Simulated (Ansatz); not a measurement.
Results of PBE-D3(BJ) in Ansatz (PAW) for bcc W.

Settings: plane-wave cutoff 520 eV, 24×24×24 k mesh, Fermi–Dirac smearing 0.05 eV, no spin polarisation, scalar-relativistic PAW data made under PBE.

Equation-of-state points:

| V (Å³/atom) | E − E_lowest (meV/atom) |
|---|---|
| 14.820 | 62.62 |
| 15.135 | 26.86 |
| 15.450 | 6.49 |
| 15.766 | 0.00 |
| 16.081 | 6.06 |
| 16.396 | 23.44 |
| 16.712 | 51.05 |

### Question
Fit the third-order Birch–Murnaghan equation and give B0 and B′.

### Answer
V0 = 15.766 Å³/atom, B0 = 318 GPa, B′ = 4.1 (fit to the energies at full precision).

Measured, for comparison: bulk modulus 312 GPa (zero-point energy and finite temperature contributions removed, our sources range from 300 to 328; as tabulated in doi:10.1021/acs.jctc.3c00612); equilibrium volume per atom 15.78 Å³/atom (static lattice: zero-point anharmonic expansion removed; as tabulated in Mejia-Rodriguez and Trickey (2018), arXiv:1807.09216). Computed (rounded) less measured: bulk modulus +2 % (inside the range of the sources held), equilibrium volume per atom -0.1 %.

Spin–orbit coupling is not included.

Ansatz is an electronic-structure program.
